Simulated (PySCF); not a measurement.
H3Si, SMILES [SiH3], multiplicity 2.

Geometry: B3LYP-D3(BJ)/def2-TZVPD. The isomer is the one that the SMILES or the coordinates give; other isomers of the formula were not compared.

These are SMD-B3LYP/6-31G* (PySCF) values and carry that method's errors.

Solvation free energies are E(SMD) − E(gas) at the gas-phase geometry, for 1 M in both phases. In vacuum the dipole moment is 0.03 D.

### Question
Estimate the solvation free energies in water, diethylether, dimethylsulfoxide. (Estimate from the structure and the level; the computed values follow.)

### Answer

```
solvent            ΔG(solv) (kcal/mol)  its non-electrostatic (CDS) part  dipole (D)
-----------------  -------------------  --------------------------------  ----------
water                              1.5                               1.6        0.02
diethylether                      -0.7                              -0.6        0.02
dimethylsulfoxide                  0.3                               0.4        0.02
```
